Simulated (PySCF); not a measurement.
CHClF2.
Numbering: `[F:1][CH:2]([F:3])[Cl:4]` (hydrogens: H5 on C2)

Computed by this run: PBE0-D3(BJ)/def2-SVP geometry optimisation, gas phase (PySCF); density fitting, grid level 1; the optimiser is geomeTRIC in internal coordinates, started from a GFN2-xTB structure with every atom displaced at random (about 0.01 Å).

Step 0: E = -18990.1190 eV
```
atom  x, y, z in Å  |  force x, y, z in eV/Å
F1     -0.4616    0.9007   -0.8481   -0.331   0.777  -0.422
C2     -0.0906   -0.0652   -0.0512    1.095  -0.321   0.049
F3      0.6255   -0.9330   -0.7829   -0.106   0.233   0.599
Cl4     0.9233    0.6349    1.2834   -0.501  -0.528  -0.619
H5     -0.9648   -0.5705    0.3618   -0.158  -0.160   0.393
```

Step 1: E = -18990.1102 eV
```
atom  x, y, z in Å  |  force x, y, z in eV/Å
F1     -0.4641    0.9273   -0.8674   -0.092  -0.332  -0.151
C2     -0.0829   -0.0835   -0.0927    0.007   1.070   1.214
F3      0.6395   -0.9284   -0.7798    0.149  -0.370  -0.359
Cl4     0.8689    0.5958    1.2703    0.197  -0.067  -0.165
H5     -0.9296   -0.5442    0.4326   -0.260  -0.302  -0.538
```

Step 2: E = -18990.1554 eV
```
atom  x, y, z in Å  |  force x, y, z in eV/Å
F1     -0.4711    0.9136   -0.8702   -0.034   0.019   0.031
C2     -0.0801   -0.0701   -0.0693   -0.044   0.509   0.561
F3      0.6324   -0.9228   -0.7721    0.250  -0.297  -0.132
Cl4     0.8982    0.6032    1.2760   -0.106  -0.132  -0.334
H5     -0.9476   -0.5570    0.3987   -0.066  -0.099  -0.127
```

Task: Estimate the geometry and energy of step 3. (The exact step hangs on the optimiser's Hessian estimate; all steps are aligned on step 2, rigid shifts and turns removed.)

Result: E = -18990.1666 eV, largest force 0.193 eV/Å
```
atom  x, y, z in Å  |  force x, y, z in eV/Å
F1     -0.4736    0.9188   -0.8616   -0.027   0.015  -0.027
C2     -0.0829   -0.0622   -0.0574    0.059   0.073   0.169
F3      0.6391   -0.9255   -0.7573    0.043  -0.078  -0.099
Cl4     0.9072    0.6022    1.2579   -0.080  -0.025  -0.048
H5     -0.9582   -0.5663    0.3815    0.005   0.015   0.006
```

The energy changes by -0.0112 eV. The first-order estimate −F·Δx gives -0.0207 eV and the mean of the old and new forces, exact on a quadratic surface, -0.0110 eV. The step makes an angle of 56° with the force vector and moves no atom by more than 0.022 Å.

The cost below is that of the whole optimisation. Time: 7.4 s of wall time; peak memory 0.29 GiB. Hardware: an Arm Neoverse V1 with one thread (shared host).
